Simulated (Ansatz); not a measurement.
sulfur dioxide cation (O₂S), SMILES S(=O)=O (connectivity only; charge and spin as stated), charge +1, multiplicity 2.

Geometry optimised at PBE0-D3(BJ)/def2-TZVP. The spin state was assumed, not searched.

Two levels are set side by side: PBE/def2-TZVPD (Ansatz, an electronic-structure program) and PBE0/def2-TZVPD (Ansatz). Energy differences of separate SCF runs at the same geometry; the states with an electron removed or added have multiplicity 1 and 1. Differences are taken from unrounded values.

| quantity | PBE0 | PBE | PBE minus PBE0 |
|---|---|---|---|
| vertical ionisation energy (eV) | 22.05 | 21.58 | -0.47 |
| vertical electron affinity (eV) | 11.96 | 11.68 | -0.28 |
